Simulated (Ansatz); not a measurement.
Geometry optimisation, RHF/def2-SVP (Ansatz 0.2.0).

The input (input.yaml):

```yaml
crystal:
  periodic: [false, false, false]
  atoms:
    - { symbol: Si, position_ang: [-0.193774, -0.092645, -0.481786] }
    - { symbol: H, position_ang: [-0.345546, 0.628431, 2.086354] }
    - { symbol: H, position_ang: [0.846801, -0.746018, 0.338229] }
    - { symbol: H, position_ang: [0.001736, 1.371927, -0.460686] }
    - { symbol: H, position_ang: [-0.032866, -0.558856, -1.881475] }
    - { symbol: O, position_ang: [-1.720437, -0.488586, 0.023711] }
    - { symbol: Al, position_ang: [-3.251298, -1.207991, 0.072269] }
    - { symbol: H, position_ang: [-3.397279, -2.714646, -0.36102] }
    - { symbol: H, position_ang: [-4.473218, -0.338847, 0.54761] }
    - { symbol: H, position_ang: [-1.001819, 0.40903, 1.925292] }
basis:
  gaussian: { orbitals: def2-SVP }
hamiltonian:
  xc: hf
relax:
  f_tol: 0.03
  max_steps: 50
output:
  orbitals: {}
```

Command:

```bash
$ ansatz run input.yaml --threads 1 --pin off --max-ram 2048MiB --backend cpu --events-out ev --progress --plain --runs-dir out
```

Task: Where does it end, and by what steps?

Result: The run converged. The force dipped under the threshold on the way, but the program's further checks kept it going. After 15 steps the energy has fallen by 0.272 eV; H2 moved furthest, 1.14 Å.

```
step  energy less start (eV)  largest force component (eV/Å)  accepted
   0                  0.0000                           1.339       yes
   1                 -0.1442                           0.324       yes
   2                 -0.2069                           0.183       yes
   3                 -0.2381                           0.127       yes
   4                 -0.2550                           0.095       yes
   5                 -0.2638                           0.085       yes
   6                 -0.2672                           0.024       yes
   7                 -0.2691                           0.080       yes
   8                 -0.2180                           1.186        no
   9                 -0.2704                           0.020       yes
  10                 -0.2698                           0.226        no
  11                 -0.2708                           0.056       yes
  12                 -0.2708                           0.069       yes
  13                 -0.2712                           0.108       yes
  14                 -0.2717                           0.003       yes
  15                 -0.2719                           0.018       yes
```

```xyz
10
Properties=species:S:1:pos:R:3
Si -0.179 -0.224 -0.910
H -0.555 0.677 3.210
H 0.849 -0.868 -0.060
H -0.069 1.245 -0.750
H 0.098 -0.563 -2.326
O -1.670 -0.738 -0.485
Al -3.203 -1.285 -0.034
H -3.569 -2.794 -0.284
H -4.206 -0.262 0.616
H -1.065 1.073 2.832
```

Whether the end is a true minimum wasn't checked by a vibrational analysis.

Run time: 23 s on 1 thread of Arm Neoverse V1, on a shared host, peak memory 0.13 GiB.
